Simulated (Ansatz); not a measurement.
# BH3O: interaction energy of a dimer with the counterpoise correction from a Python script

Program: Ansatz 0.2.0, driven from Python. Level of theory: B3LYP+D4/cc-pVDZ. These are calculated values, not measurements.

### Step 1. The structure

Bond lengths: B1–O2 1.485 Å, B1–H3 1.154 Å, B1–H4 1.167 Å, O2–H5 0.996 Å. Angles: B1–O2–H5 101.9°, O2–B1–H3 119.9°, O2–B1–H4 116.5°, H3–B1–H4 123.0°.

The script holds or builds the structure itself.

### Step 2. The code

dimer.py reads:

```python
'''Interaction energy of two BH3O molecules, with the counterpoise correction.'''

import ansatz as az

FIRST = [
    ('B', (-0.2698, -0.358, 0.0074)),
    ('O', (0.1188, 1.0756, 0.0196)),
    ('H', (-0.553, -0.8858, 0.9941)),
    ('H', (-0.4096, -0.8516, -1.0408)),
    ('H', (1.1135, 1.0196, 0.0198)),
]
SECOND = [
    ('B', (-2.5663, -2.2611, -1.8997)),
    ('O', (-4.0161, -2.4875, -1.6692)),
    ('H', (-1.8032, -3.0773, -1.61)),
    ('H', (-2.2773, -1.3069, -2.5062)),
    ('H', (-4.1645, -2.0114, -0.8068)),
]

def energy(atoms, ghosts=()):
    molecule = az.Crystal.molecule()
    for symbol, xyz in atoms:
        molecule = molecule.atom(symbol, xyz)
    calc = (
        molecule.calculation()
        .basis(gaussian='cc-pVDZ')
        .functional('B3LYP', dispersion='d4')
    )
    deck = calc.input()
    if ghosts:
        deck = deck.set(az.key.basis.gaussian.ghost_atoms, [{'symbol': s, 'position_ang': list(xyz)} for s, xyz in ghosts])
    return az.Session.from_dict(deck).plan().execute().report['free_energy_ev']

# ghost atoms carry the functions of the partner
both = energy(FIRST + SECOND)
alone = energy(FIRST) + energy(SECOND)
ghosted = energy(FIRST, SECOND) + energy(SECOND, FIRST)
print(f'dimer {both:.6f} eV')
print(f'interaction, uncorrected   {23.060548 * (both - alone):8.3f} kcal/mol')
print(f'interaction, counterpoise  {23.060548 * (both - ghosted):8.3f} kcal/mol')
print(f'basis-set superposition    {23.060548 * (alone - ghosted):8.3f} kcal/mol')
```

### Step 3. The calls as engine input

The package turns the script's settings into the engine's input (first run):

```yaml
crystal:
  periodic: [false, false, false]
  atoms:
    - { symbol: B, position_ang: [-0.2698, -0.358, 0.0074] }
    - { symbol: O, position_ang: [0.1188, 1.0756, 0.0196] }
    - { symbol: H, position_ang: [-0.553, -0.8858, 0.9941] }
    - { symbol: H, position_ang: [-0.4096, -0.8516, -1.0408] }
    - { symbol: H, position_ang: [1.1135, 1.0196, 0.0198] }
    - { symbol: B, position_ang: [-2.5663, -2.2611, -1.8997] }
    - { symbol: O, position_ang: [-4.0161, -2.4875, -1.6692] }
    - { symbol: H, position_ang: [-1.8032, -3.0773, -1.61] }
    - { symbol: H, position_ang: [-2.2773, -1.3069, -2.5062] }
    - { symbol: H, position_ang: [-4.1645, -2.0114, -0.8068] }
basis:
  gaussian:
    orbitals: cc-pVDZ
hamiltonian:
  xc: b3lyp
  dispersion: d4
```

### Step 4. Running it

Command:

```sh
$ python dimer.py
```

**Question.** How long does this script take on 1 thread of Arm Neoverse V1, shared host, and how much memory does it need?

About 6.5 s, with a peak of 0.2 GiB.
